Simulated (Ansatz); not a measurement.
System: zinc-blende AlAs. Method: G0W0@PBE (hard PAW, contour deformation; Ansatz, a program for electronic structure).

The same calculation (at the measured cell, 22.677 Å³/atom) with different numerical settings; throughout: k mesh 2×2×2:

| run | response cutoff (eV) | empty bands | quasiparticle gap on the mesh (eV) | quasiparticle gap at Γ (eV) | rough time |
|---|---|---|---|---|---|
| 1 | 100 | 189 | 1.721 | 2.948 | 5 core-s |
| 2 | 150 | 348 | 1.805 | 2.944 | 10 core-s |
| 3 | 200 | 535 | 1.845 | 2.946 | 20 core-s |
| 4 | 250 | 748 | 1.869 | 2.947 | 80 core-s |
| 5 | 300 | 983 | 1.882 | 2.946 | 100 core-s |
| 6 | 400 | 1514 | 1.898 | 2.942 | 4 core-min |
| 7 | 500 | 2115 | 1.906 | 2.940 | 10 core-min |

In the column quasiparticle gap on the mesh (eV) the first row differs from the last by -0.185 and the next to last by -0.008.

The last row is no converged limit: other settings stay fixed.

Spin–orbit coupling is not included.
